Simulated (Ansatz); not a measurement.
Total energies of silicon tetrafluoride (`F[Si](F)(F)F`).

```xyz
5

F    -1.387   -0.702   -0.156
Si    0.000    0.000    0.000
F     0.059    1.248   -0.937
F     1.136   -0.998   -0.390
F     0.191    0.451    1.483
```

The species carries charge 0 and has multiplicity 1. The structure was optimised at the PBE0-D4/def2-TZVP level. Basis def2-TZVPP, Ansatz 0.2.0.

RPA on PBE orbitals: Hartree–Fock energy of these orbitals -687.11619 Eh, correlation -1.62883 Eh (frozen core).

| functional | energy without D4 (Eh) | D4 term (kJ/mol) |
| --- | --- | --- |
| LDA (SPW92) | -685.66168 | – |
| PBE | -688.80859 | -8.3 |
| revPBE | -689.12352 | -28.1 |
| BLYP | -689.31114 | -19.1 |
| r2SCAN | -689.15762 | -1.9 |
| B97M-V | -689.12358 | – |
| PBE0 | -688.83689 | -6.9 |
| B3LYP | -689.35755 | -13.6 |
| r2SCANh | -689.13478 | -2.0 |
| r2SCAN0 | -689.10174 | -2.2 |
| HSE06 (plane-wave form) | -688.81500 | -6.3 |
| BHLYP | -689.20732 | -9.8 |
| CAM-B3LYP | -689.26860 | -6.8 |
| LC-ωPBE | -689.03155 | – |
| ωB97X-V | -689.15677 | – |
| ωB97M-V | -689.23762 | – |
| B2PLYP | -689.02446 | – |
| PBE-QIDH | -688.71806 | – |

B3LYP takes the VWN-RPA correlation (the form of Gaussian; ORCA's B3LYP/G). HSE06 is the plane-wave form, built on full-range PBE exchange. The double hybrids freeze the cores in their second-order part.

LC-ωPBE has ω = 0.4 bohr⁻¹.
